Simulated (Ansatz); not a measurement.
Mulliken charges of C3H4O2, SMILES `OC#CCO` from r2SCAN/def2-TZVPP in Ansatz (PBE0-D4/def2-TZVP geometry).

```tsv
atom	x (Å)	y (Å)	z (Å)	charge (e)
O1	1.381	2.217	-0.850	-0.290
C2	0.834	1.125	-0.398	0.437
C3	0.340	0.090	-0.043	-0.437
C4	-0.292	-1.159	0.360	0.100
O5	-1.704	-1.099	0.411	-0.358
H6	1.460	2.868	-0.142	0.248
H7	0.034	-1.436	1.366	0.046
H8	0.043	-1.958	-0.316	0.056
H9	-2.008	-0.694	-0.405	0.198
```

Q: By hand: the dipole of these point charges (1 e Å = 4.8032 D).

A: Σ q r = (0.365, 0.485, -0.090) e Å, of length 0.614 e Å = 2.95 D.

Q: How does the dipole of the full density compare? (An estimate is asked.)

A: The calculation gave: (0.211, 0.355, -0.007) e Å, 1.98 D; the point charges give 1.49 times that, at 10° from its direction.

Point charges leave out the atoms' own dipoles, such as those of lone pairs, and Mulliken's split depends on the basis, so the two needn't agree.
